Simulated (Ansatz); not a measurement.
Correlation energies of `B[SiH2]O` by basis set

Cartesian coordinates in Å:
```
B -1.0034 0.6687 0.6711
Si 0.6870 -0.0163 -0.1611
O 0.6655 -1.5894 -0.6738
H -2.0584 0.1064 0.6037
H -0.9876 1.7256 1.2339
H 1.8314 0.0660 0.7838
H 0.9710 0.9209 -1.2967
H -0.1054 -1.8818 -1.1609
```

Charge 0, multiplicity 1. The geometry is a stationary point of PBE0-D4/def2-TZVP. It is one conformer, not always the lowest. Frozen core, restricted reference, Ansatz 0.2.0. CBS rows extrapolate triple and quadruple zeta; past MP2 they add the triple-zeta difference.

| basis | HF (Eh) | MP2 corr. |
| --- | --- | --- |
| def2-SVP | -391.21654 | -0.36826 |
| def2-TZVPP | -391.45199 | -0.46642 |
| def2-QZVPP | -391.46634 | -0.50224 |

Question: Estimate the CCSD correlation energy and the (T) correction in each basis where they were run (hartree).

Answer: 
```tsv
basis	CCSD corr.	(T)
def2-SVP	-0.41054	-0.00862
def2-TZVPP	-0.50470	-0.01613
CBS(def2)	-0.56705	as TZ
```
